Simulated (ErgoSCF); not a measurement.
# One shape, several levels: CH2BN− (SMILES [BH2-]C#N)

Wanted: a comparison of 5 runs (UHF/STO-3G, UHF/3-21G, UHF/def2-SVP, UB3LYP/6-31G*, UPBE0/def2-SVP) of CH2BN−. 

The calculation is run with ErgoSCF 3.8.

## Step 1: Starting point

CH2BN− has 5 atoms, charge -1, and is taken as a doublet. SMILES: `[BH2-]C#N`. The shape is that of a GFN2-xTB optimisation.

Bond lengths: B1–C2 1.464 Å, C2–N3 1.188 Å, B1–H4 1.209 Å, B1–H5 1.209 Å. Angles: B1–C2–N3 179.9°, C2–B1–H4 120.8°, C2–B1–H5 120.8°, H4–B1–H5 118.3°.

## Step 2: The energy at UHF/STO-3G (run 1)

The input, ergo.in:

```
# CH2BN
set_nthreads(1)
molecule_inline Angstrom
B  -0.479260 0.201310 -0.246440
C  0.740110 -0.310900 0.381160
N  1.729380 -0.727540 0.890010
H  -0.889380 -0.271730 -1.280950
H  -1.100840 1.108860 0.256220
EOF
spin_polarization = 1
scf.output_mulliken_pop = 1
tmpdir = "."
basis = "STO-3G"
charge = -1
scf.use_diagonalization = 1
scf.max_number_of_iterations = 120
run "HF"
```

The basis set STO-3G is read from a file made from the Basis Set Exchange's data (not shown).

Run with:

```console
$ ergo < ergo.in
```

Standard output:

```text
[...]
INSC SCF_general constructor, number of basis functions: 17
[...]
INSC Energy   1 =        -91.48230678091
[...]
INDE E_LUMO =          0.58050680542
[...]
INSC Energy  25 =       -116.52305791940  ( diff     -0.000000000001450 )
[...]
RESC CONVERGED after  25 iterations.
RESC FINAL ENERGY:       -116.52305791940
RESC FINAL <S2> =          1.01027366640
[...]
INSC SCF: dipole_moment_x [atomic units] =      -0.62778840
INSC SCF: dipole_moment_y [atomic units] =       0.26430051
INSC SCF: dipole_moment_z [atomic units] =      -0.32316363
[...]
```

Run time: 1.4 s. Hardware: 1 thread of Intel Xeon 6975P-C (Granite Rapids), shared host; peak memory 0.26 GiB.

## Step 3: A single-point energy at UHF/3-21G (run 2)

The input, input.ego:

```
set_nthreads("env")
molecule_inline Angstrom
B     -0.479260     0.201310    -0.246440
C      0.740110    -0.310900     0.381160
N      1.729380    -0.727540     0.890010
H     -0.889380    -0.271730    -1.280950
H     -1.100840     1.108860     0.256220
EOF
charge = -1
tmpdir = "."
spin_polarization = 1
scf.use_diagonalization = 1
basis = "3-21G"
scf.output_mulliken_pop = 1
scf.max_number_of_iterations = 120
run "HF"
```

The basis set 3-21G is read from a file made from the Basis Set Exchange's data (not shown).

Run with:

```console
$ ergo < input.ego
```

Standard output:

```text
[...]
INSC SCF_general constructor, number of basis functions: 31
[...]
INSC Energy   1 =        -67.79884903568
[...]
INDE E_LUMO =          0.34739686525
[...]
INSC Energy  23 =       -117.48141133698  ( diff     -0.000000000003325 )
[...]
RESC CONVERGED after  23 iterations.
RESC FINAL ENERGY:       -117.48141133698
RESC FINAL <S2> =          0.91064813789
[...]
INSC SCF: dipole_moment_x [atomic units] =      -0.74774819
INSC SCF: dipole_moment_y [atomic units] =       0.31490388
INSC SCF: dipole_moment_z [atomic units] =      -0.38514891
[...]
```

It took 1.8 s on 1 thread of Intel Xeon 6975P-C (Granite Rapids), shared host; peak memory 0.26 GiB.

Run 3 isn't shown in full; the table further down has it.

## Step 4: The energy at UB3LYP/6-31G(d) (spherical functions) (run 4)

The input, ergo.in:

```
# CH2BN, B3LYP-G
set_nthreads(1)
molecule_inline Angstrom
B     -0.479260     0.201310    -0.246440
C      0.740110    -0.310900     0.381160
N      1.729380    -0.727540     0.890010
H     -0.889380    -0.271730    -1.280950
H     -1.100840     1.108860     0.256220
EOF
scf.max_number_of_iterations = 120
XC.angint = 41
XC.sparse_mode = 0
basis = "6-31G*"
tmpdir = "."
scf.use_diagonalization = 1
scf.output_mulliken_pop = 1
charge = -1
XC.radint = 1e-11
spin_polarization = 1
run "B3LYP-G"
```

The basis set 6-31G* is read from a file made from the Basis Set Exchange's data (not shown).

Run with:

```console
$ ergo ergo.in
```

Standard output:

```text
[...]
INDF Weighted mixed functional:
[...]
INSC Energy   1 =        -50.87271879248
[...]
INDE E_LUMO =          0.17776987160
[...]
INSC Energy  23 =       -118.89804383693  ( diff     -0.000000000007446 )
[...]
RESC CONVERGED after  23 iterations.
RESC FINAL ENERGY:       -118.89804383693
RESC FINAL <S2> =          0.75921673159
[...]
INSC SCF: dipole_moment_x [atomic units] =      -0.95571141
INSC SCF: dipole_moment_y [atomic units] =       0.40232279
INSC SCF: dipole_moment_z [atomic units] =      -0.49210876
[...]
```

It took 14 s on 1 thread of Intel Xeon 6975P-C (Granite Rapids), shared host; peak memory 0.26 GiB.

## Step 5: The energy at UPBE0/def2-SVP (run 5)

The input, job.ego:

```
set_nthreads(1)
XC.radint = 1e-11
scf.use_diagonalization = 1
XC.angint = 41
XC.sparse_mode = 0
scf.output_mulliken_pop = 1
basis = "def2-SVP"
scf.max_number_of_iterations = 120
spin_polarization = 1
charge = -1
tmpdir = "."
molecule_inline Angstrom
B     -0.479260     0.201310    -0.246440
C      0.740110    -0.310900     0.381160
N      1.729380    -0.727540     0.890010
H     -0.889380    -0.271730    -1.280950
H     -1.100840     1.108860     0.256220
EOF
run "PBE0"
```

The basis set def2-SVP is read from a file made from the Basis Set Exchange's data (not shown).

Run with:

```console
$ ergo job.ego
```

Standard output:

```text
[...]
INDF Weighted mixed functional:
[...]
INSC Energy   1 =        -44.76059890324
[...]
INDE E_LUMO =          0.16889729299
[...]
INSC Energy  26 =       -118.66168203596  ( diff     -0.000000000002757 )
[...]
RESC CONVERGED after  26 iterations.
RESC FINAL ENERGY:       -118.66168203596
RESC FINAL <S2> =          0.76211356420
[...]
INSC SCF: dipole_moment_x [atomic units] =      -0.85537278
INSC SCF: dipole_moment_y [atomic units] =       0.36017935
INSC SCF: dipole_moment_z [atomic units] =      -0.44056813
[...]
```

It took 19 s on 1 thread of Intel Xeon 6975P-C (Granite Rapids), shared host; peak memory 0.26 GiB.

## Step 6: The series

```csv
run,level,integration grid,radint,energy (Eh),⟨S²⟩,wall time
1,UHF/STO-3G,–,–,-116.523058,1.010,1.4 s
2,UHF/3-21G,–,–,-117.481411,0.911,1.8 s
3,UHF/def2-SVP,–,–,-118.057252,0.874,12 s
4,UB3LYP/6-31G* (spherical functions),Turbo,1e-11,-118.898044,0.759,14 s
5,UPBE0/def2-SVP,Turbo,1e-11,-118.661682,0.762,19 s
```

## Step 7: What came out

| quantity | value |
| --- | --- |
| run 5: total energy | -118.66168 Eh |
| run 5: ⟨S²⟩ | 0.762 |

In words: Totals of different functionals can't be ranked against each other. In run 1 the basis is minimal, so the values are rough. Spin contamination of the reference: run 1 ⟨S²⟩ = 1.01, run 2 ⟨S²⟩ = 0.91, run 3 ⟨S²⟩ = 0.87. All runs together took 48 s, the longest 19 s.
